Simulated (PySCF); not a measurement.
Gas-phase reaction: 4 BCl₂NH₂ ⇌ 2 BCl₃.NH₃ + 2 BCl + N₂H₂

Method: PySCF energies plus ideal-gas RRHO corrections (1 bar). † marks an energy on the PBE0/def2-TZVP geometry and frequencies. MP2 and CCSD(T) freeze the core. All species are closed-shell singlets. Adducts (BCl₃.NH₃) have no counterpoise correction, and HF, PBE, BLYP, B3LYP and PBE0 lack dispersion. BCl₂NH₂, BCl₃.NH₃: computed as isolated molecules; such fragments, hydroxides, amides, oligomers or adducts are transient or little studied in the gas. MP2 isn't extrapolated to the basis-set limit; its ΔH°(298 K) is 1162.6 kJ in def2-SVP and 1152.9 kJ in def2-TZVPP. CCSD(T) isn't extrapolated to the basis-set limit; its ΔH°(298 K) is 1081.8 kJ in def2-SVP and 1081.9 kJ in def2-TZVPP. The harmonic model lacks anharmonicity and excited electronic states, which grow with temperature; levels with a mode under 35 cm⁻¹ are left out. Internal rotation in BCl₂NH₂, BCl₃.NH₃ is treated as a harmonic vibration of one conformer, which makes the entropy rough.

```json
[
 {"level": "CCSD(T)/def2-SVP†", "ΔE electronic, kJ": "1091", "ΔH°(298 K), kJ": "1082", "ΔS°(298 K), J/K": "130", "ΔG°(2500 K), kJ": "778"},
 {"level": "HF/def2-TZVP†", "ΔE electronic, kJ": "1144", "ΔH°(298 K), kJ": "1134", "ΔS°(298 K), J/K": "130", "ΔG°(2500 K), kJ": "830"},
 {"level": "M06-2X/def2-TZVP†", "ΔE electronic, kJ": "1155", "ΔH°(298 K), kJ": "1145", "ΔS°(298 K), J/K": "130", "ΔG°(2500 K), kJ": "841"},
 {"level": "MP2/def2-SVP†", "ΔE electronic, kJ": "1172", "ΔH°(298 K), kJ": "1163", "ΔS°(298 K), J/K": "130", "ΔG°(2500 K), kJ": "859"},
 {"level": "MP2/def2-TZVPP†", "ΔE electronic, kJ": "1162", "ΔH°(298 K), kJ": "1153", "ΔS°(298 K), J/K": "130", "ΔG°(2500 K), kJ": "849"},
 {"level": "PBE/def2-TZVP†", "ΔE electronic, kJ": "1155", "ΔH°(298 K), kJ": "1146", "ΔS°(298 K), J/K": "130", "ΔG°(2500 K), kJ": "842"},
 {"level": "PBE0/def2-SVP†", "ΔE electronic, kJ": "1198", "ΔH°(298 K), kJ": "1188", "ΔS°(298 K), J/K": "130", "ΔG°(2500 K), kJ": "884"},
 {"level": "r2SCAN/def2-TZVP†", "ΔE electronic, kJ": "1191", "ΔH°(298 K), kJ": "1181", "ΔS°(298 K), J/K": "130", "ΔG°(2500 K), kJ": "878"},
 {"level": "ωB97M-V/def2-TZVP†", "ΔE electronic, kJ": "1132", "ΔH°(298 K), kJ": "1123", "ΔS°(298 K), J/K": "130", "ΔG°(2500 K), kJ": "819"}
]
```
ΔH° is lowest at CCSD(T)/def2-SVP† and highest at PBE0/def2-SVP†. No reference value is set beside these.
